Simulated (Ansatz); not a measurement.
Compare A (`C=C(F)CCl`) with its isomer B (`C/C(Cl)=C/F`).

Program: Ansatz. Geometries: PBE0-D4/def2-TZVP. ΔE: electronic, gas phase. CCSD(T)/CBS is the MP2 limit (def2-TZVPP, def2-QZVPP) plus CCSD(T) − MP2 in def2-TZVPP, frozen cores. This one scheme is used for every species. Functionals use def2-TZVPP. B3LYP here is the variant with VWN-RPA as its local correlation; programs differ in this. Each species was taken in one conformer, which may not be the lowest.

(1) Which isomer does CCSD(T)/CBS put lower? Give the gap. (An estimate is asked.)

(2) Give E(B) − E(A) in kJ/mol with ωB97M-V, CCSD(T)/def2-TZVPP, PBE-D4, B3LYP, B2PLYP, HF/def2-TZVPP, PBE0-D4. (Estimate.)

Largest T1 diagnostic: 0.011.

Answers

(1) Ansatz gave: A, by 3.0 kJ/mol.

(2) Computed: ωB97M-V 3.1, CCSD(T)/def2-TZVPP 3.0, PBE-D4 -2.4, B3LYP 3.1, B2PLYP 2.6, HF/def2-TZVPP 10.8, PBE0-D4 -0.5. The order is the other way round with PBE-D4, PBE0-D4.

In def2-TZVPP, CCSD(T) changes the Hartree–Fock value by −7.8 kJ/mol (the triples alone add −1.3 kJ/mol) and MP2 by −10.9 kJ/mol.
